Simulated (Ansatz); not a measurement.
# C₄H₇Cl: a ladder of functionals and wavefunction methods

An exercise on one series of results from a longer session: the logs are not shown, and one member is left open.

Computed with Ansatz 0.2.0, Gaussian basis. Level: functionals in def2-TZVPP, the program's frozen cores in correlated methods.

Levels to be run: LDA (SPW92), PBE-D4, revPBE-D4, BLYP-D4, r2SCAN-D4, B97M-V, PBE0-D4, B3LYP-D4, r2SCANh-D4, r2SCAN0-D4, HSE06-D4, BHLYP-D4, CAM-B3LYP-D4, LC-ωPBE, ωB97X-V, ωB97M-V, B2PLYP, PBE-QIDH; CCSD(T)/def2-SVP; CCSD(T)/def2-TZVPP; MP2/def2-QZVPP; extrapolation to the limit; RPA on PBE.

### Structure used throughout

All runs share one geometry, relaxed beforehand with PBE0-D4 in a triple-zeta def2 set.

SMILES `CC/C=C\Cl`, 12 atoms, charge 0, spin multiplicity 1.

Atoms are counted from 1 here; the program's logs count them from 0.

Bond lengths: C1–C2 1.525 Å, C1–H6 1.092 Å, C1–H7 1.092 Å, C1–H8 1.093 Å, C2–C3 1.488 Å, C2–H9 1.096 Å, C2–H10 1.092 Å, C3–C4 1.324 Å, C3–H11 1.088 Å, C4–Cl5 1.726 Å, C4–H12 1.082 Å. Angles: C2–C1–H6 110.8°, C2–C1–H7 110.9°, C2–C1–H8 111.3°, H6–C1–H7 108.1°, H6–C1–H8 107.8°, H7–C1–H8 107.8°, C1–C2–C3 112.1°, C1–C2–H9 109.1°, C1–C2–H10 110.2°, C3–C2–H9 108.7°, C3–C2–H10 109.8°, H9–C2–H10 106.8°, C2–C3–C4 127.6°, C2–C3–H11 116.9°, C4–C3–H11 115.4°, C3–C4–Cl5 124.3°, C3–C4–H12 123.1°, Cl5–C4–H12 112.7°.

Set-up of the first run:

Contents of in.yaml:

```yaml
crystal:
  periodic: [false, false, false]
  atoms:
    - {symbol: C, position_ang: [-1.317426, -0.514490, -0.826155]}
    - {symbol: C, position_ang: [-0.404184, -0.495719, 0.395237]}
    - {symbol: C, position_ang: [0.963771, -0.012111, 0.063507]}
    - {symbol: C, position_ang: [1.579385, 1.059851, 0.538278]}
    - {symbol: Cl, position_ang: [0.895282, 2.140240, 1.697653]}
    - {symbol: H, position_ang: [-1.446653, 0.491816, -1.230209]}
    - {symbol: H, position_ang: [-2.303511, -0.906521, -0.568456]}
    - {symbol: H, position_ang: [-0.904710, -1.142083, -1.620319]}
    - {symbol: H, position_ang: [-0.328244, -1.510594, 0.803011]}
    - {symbol: H, position_ang: [-0.836426, 0.128120, 1.179916]}
    - {symbol: H, position_ang: [1.526778, -0.589221, -0.667499]}
    - {symbol: H, position_ang: [2.575958, 1.350719, 0.235026]}
basis:
  gaussian: {orbitals: def2-TZVPP}
hamiltonian: {xc: lda}
output: {orbitals: {seedname: orbitals}}
```

On the command line:

```bash
> ansatz run in.yaml --threads 4 --pin off --events-out ev --progress --plain --max-ram 10444MiB
```

Steps of the session up to this table: LDA; PBE-D4 (GGA); revPBE-D4 (GGA); BLYP-D4 (GGA); r2SCAN-D4 (meta-GGA); B97M-V (meta-GGA); B3LYP-D4 (hybrid); r2SCANh-D4 (hybrid); r2SCAN0-D4 (hybrid); HSE06-D4 (hybrid); BHLYP-D4 (hybrid); CAM-B3LYP-D4 (range-separated); LC-ωPBE (range-separated); ωB97X-V (range-separated); ωB97M-V (range-separated); B2PLYP (double hybrid); PBE-QIDH (double hybrid).

One of the session's tables, all rows but one given; the rest of the session is left out.

It belongs to the step «Frontier levels by functional». 

| functional | HOMO (eV) | gap (eV) |
| --- | --- | --- |
| LDA (SPW92) | -6.16 | 5.00 |
| PBE-D4 | -6.00 | 5.07 |
| revPBE-D4 | -5.94 | 5.10 |
| BLYP-D4 | -5.84 | 5.05 |
| r2SCAN-D4 | -6.21 | 5.50 |
| B97M-V | -6.26 | 5.60 |
| PBE0-D4 | -7.15 | 7.21 |
| B3LYP-D4 | ? | ? |
| r2SCANh-D4 | -6.64 | 6.29 |
| r2SCAN0-D4 | -7.29 | 7.48 |
| HSE06-D4 | -6.75 | 6.43 |
| BHLYP-D4 | -8.15 | 9.30 |
| CAM-B3LYP-D4 | -8.46 | 9.65 |
| LC-ωPBE | -9.83 | 12.19 |
| ωB97X-V | -9.45 | 11.72 |
| ωB97M-V | -9.33 | 11.45 |

**Question.** Estimate the row for B3LYP-D4.

Worked estimate for «HOMO (eV)». Against the share of exact exchange, BLYP-D4 (0, -5.84), BHLYP-D4 (0.5, -8.15) give a slope of -4.62 per unit share; at 0.2 the line stands at -6.76.

The run gave: HOMO (eV): -6.92; gap (eV): 6.76. In «HOMO (eV)» the line misses by +0.16.
